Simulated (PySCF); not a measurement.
## Running PySCF for C2⁻

The script input.py:

```python
from pyscf import gto, scf

mol = gto.M(
    atom='C 0 0 0; C 0 0 1.368',
    basis='6-31+g*',
    charge=-1,
    spin=1,
    verbose=3,
)
mf = scf.ROHF(mol)
mf.kernel()
mf.dip_moment()
print('orbital energies (hartree):', mf.mo_energy[..., max(0, mol.nelec[1]-3):mol.nelec[0]+3].round(4))
```

```bash
$ OMP_NUM_THREADS=1 python input.py
```

Output:

```
converged SCF energy = -75.524704919206

WARN: System has nonzero charge -1; the dipole moment is origin-dependent.
Location of origin: [0. 0. 0.]

Dipole moment(X, Y, Z, Debye): -0.00000, -0.00000, -3.28539
orbital energies (hartree): [-0.2705 -0.1207 -0.1207  0.0103  0.2445  0.2801  0.2848]
```

In short: E(SCF) = -75.524705 Eh.

Run time: 1.2 s on 1 thread of Intel Xeon Platinum 8259CL @ 2.50GHz (shared host).

The bond length is a typed value, not an optimised one. The dipole of an ion depends on the origin. No search for the lowest solution was made.
